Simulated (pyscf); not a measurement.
H₂N–AlH₂ + H₂ -> H₂N–AlH₂ + H₂ (four-centre exchange; singlet surface; Al–H, H–H broken, Al–H, H–H formed). PySCF, gas phase, ωB97X-D3(BJ)/def2-SVP geometries. Energies in kcal/mol from the separated reactants.

| level | barrier | reaction energy |
|---|---|---|
| ωB97X-D3(BJ)/def2-TZVP | (withheld) | 0.0 |
| PBE/def2-TZVP | 24.0 | 0.0 |
| B3LYP-D3(BJ)/def2-TZVP | 28.7 | 0.0 |
| PBE0-D3(BJ)/def2-TZVP | 25.1 | 0.0 |
| M06-2X/def2-TZVP | 30.6 | 0.0 |
| ωB97M-D3(BJ)/def2-TZVP | (withheld) | 0.0 |

### Question
Complete the blanks.

### Answer

- ωB97X-D3(BJ)/def2-TZVP, barrier: 29.3
- ωB97M-D3(BJ)/def2-TZVP, barrier: 29.5

The functionals in the table span 6.6 kcal/mol in this barrier, from PBE to M06-2X. At the saddle there is also a short Al–H contact that neither side keeps. The same reactants have a lower exit, to NH₃ + AlH₃ (barrier +20.7 kcal/mol at ωB97M-D3(BJ)/def2-TZVP, against +29.5 kcal/mol here). This is the saddle that the search found; another between the same sides may lie lower.
